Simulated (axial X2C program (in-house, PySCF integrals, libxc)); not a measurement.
AlB⁻: from the spin-free to the two-component result

All values were computed with an axial X2C code built on PySCF integrals. Spin-free means the one-electron spin-free X2C Hamiltonian; two-component (2c) means X2C with spin–orbit coupling and atomic mean-field two-electron Coulomb and Gaunt terms, so the difference of the two also holds small scalar two-electron terms. Basis: Al dyall-av3z [9s9p3d2f], B dyall-av3z [8s7p3d2f] (cores contracted in-house); Gaussian nuclei, density fitting, unrestricted open shells. Masses: Al 26.982 u, B 11.009 u.

Spin-free state: M_S = 3/2, Λ = 0 (beyond evenly filled blocks: σα, π+α, π-α); fragments Al- + B for PBE0; Al + B- for BP86.

```
level  Re (Å)  ωe (cm⁻¹)  De (eV)  μ (D)
 PBE0   2.074      596.2    3.279  -1.79
 BP86   2.099      561.0      n/a  -1.89
```

Dipoles are positive if B is the positive end and refer to the centre of mass.

Two-component determinant lowest at the distance of the search:

Ω = 3/2 (⟨Sz⟩ = 1.50, ⟨Lz⟩ = 0.00 at PBE0); fragments Al- + B for PBE0; Al + B- for BP86.

```tsv
level	Re (Å)	ωe (cm⁻¹)	De (eV)	μ (D)
PBE0	2.074	596.2	3.279	-1.79
BP86	2.099	561.0	n/a	-1.89
```

**Question.** From the two tables, how do the constants change at the PBE0 level (2c against spin-free)?

**Answer.** At the PBE0 level Re is unchanged within 0.001 Å and ωe doesn't move by more than 0.2 cm⁻¹; De is not compared, since the atomic limits differ or miss part of their spin–orbit lowering.

Occupations by symmetry block were frozen at the best pattern of an incomplete PBE0 search. Dissociation energies refer to the lowest single-determinant-based atoms at the same level and basis. De is not given where an atomic determinant may have missed its ground term or J level, or where the truncated virtual space spoils (T). Density functionals use the spin component along the axis (collinear). A 2c atom that is not at its ground J level misses part of its spin–orbit lowering, and De is too large by that part (0.04 eV or less for light atoms). This holds for PBE0. PBE0 can misorder states that lie within some tenths of an eV, so this need not be the ground state of the molecule. The nearest other spin-free determinant of the search, M_S = 1/2, Λ = 0, lies 0.25 eV up at the distance of the search. Without a current term, density functionals place determinants with orbital angular momentum somewhat too high. With several unpaired electrons one determinant need not be a pure state. The highest occupied level of some functionals is positive through self-interaction error; at Hartree–Fock it is bound. This is the top spin component of a Σ state; components of lower Ω are not single determinants and can lie lower.
